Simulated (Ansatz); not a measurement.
`C[Si]O` + H₂ → `C[SiH]` + H₂O at 700 K and 1 bar (hydrogenolysis of the Si–O bond).

Calculated with Ansatz (gas phase, PBE0-D4/def2-TZVP geometries, no zero-point term in ΔE). CBS: def2 TZ/QZ extrapolation, frozen cores. Each species was taken in one conformer, which may not be the lowest.

```
 species  CCSD(T)/CBS energy (Eh)  H − E (kJ/mol)  S (J/(mol·K))
`C[Si]O`               -404.71104           182.1          367.0
      H₂                 -1.17463            46.8          155.3
`C[SiH]`               -329.46178           152.0          322.2
     H₂O                -76.37685            80.5          218.4
```

H − E and S are ideal-gas, rigid-rotor, harmonic terms from PBE0-D4/def2-TZVP, for one conformer and one mirror image of each species. 1 Eh = 2625.50 kJ/mol, R = 8.31446 J/(mol·K).

Question: By hand: ΔE, ΔH, ΔS and ΔG.

Answer: ΔE = (-329.46178) + (-76.37685) − (-404.71104) − (-1.17463) = 0.04704 Eh = 123.5 kJ/mol. Δ(H − E) = 152.0 + 80.5 − 182.1 − 46.8 = 3.6, so ΔH = 127.1 kJ/mol. ΔS = 322.2 + 218.4 − 367.0 − 155.3 = 18.3 J/(mol·K). ΔG = 127.1 − 700 × (18.3)/1000 = 114.3 kJ/mol.

Question: By hand: the equilibrium constant, and the temperature at which ΔG would vanish if ΔH and ΔS stayed fixed.

Answer: log₁₀ K = −ΔG/(RT ln 10) = -8.5. ΔG = 0 at ΔH/ΔS = 6945 K, far beyond where these terms or the molecules hold.

ΔH outweighs TΔS. A doubt of 5 kJ/mol in ΔE shifts log₁₀ K by 0.4 here. Other conformers and mirror images would add mixing entropy, several J/(mol·K) or more a flexible species. These are equilibria of isolated gas molecules and say nothing of rates. Largest T1 diagnostic: 0.014 (customary marks: 0.02 for closed shells, 0.045 for open ones).
